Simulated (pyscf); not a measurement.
•HN–SiH₂–Cl + ammonia (NH₃) → H₂N–SiH₂–Cl + amino radical (NH₂•) (hydrogen abstraction; doublet surface; H–N broken, H–N formed). Single points on ωB97X-D3(BJ)/def2-SVP structures (PySCF, gas phase). Energies in kcal/mol from the separated reactants.

| level | barrier | reaction energy |
|---|---|---|
| ωB97X-D3(BJ)/def2-TZVP | 6.4 | -4.3 |
| PBE/def2-TZVP | -2.1 | -2.1 |
| B3LYP-D3(BJ)/def2-TZVP | 2.5 | -3.6 |
| PBE0-D3(BJ)/def2-TZVP | 2.3 | -3.9 |
| ωB97M-D3(BJ)/def2-TZVP | 6.7 | -4.1 |
| HF/def2-TZVP | 29.0 | -5.9 |

On the product side the descent ends in a complex, 5.5 kcal/mol under the separated species and 16.2 kcal/mol under the saddle at ωB97X-D3(BJ)/def2-TZVP. At PBE this geometry lies under the reactants; that is no barrier but a single point on another level's saddle; such a level's own saddle, if it has one, lies nearer that side and is low. •HN–SiH₂–Cl lies 20.1 kcal/mol over its isomer H₂N–SiH•–Cl (electronic energy, ωB97M-D3(BJ)/def2-TZVP). One saddle was located; it need not be the lowest between these sides. The angle at the transferred H is 150°.
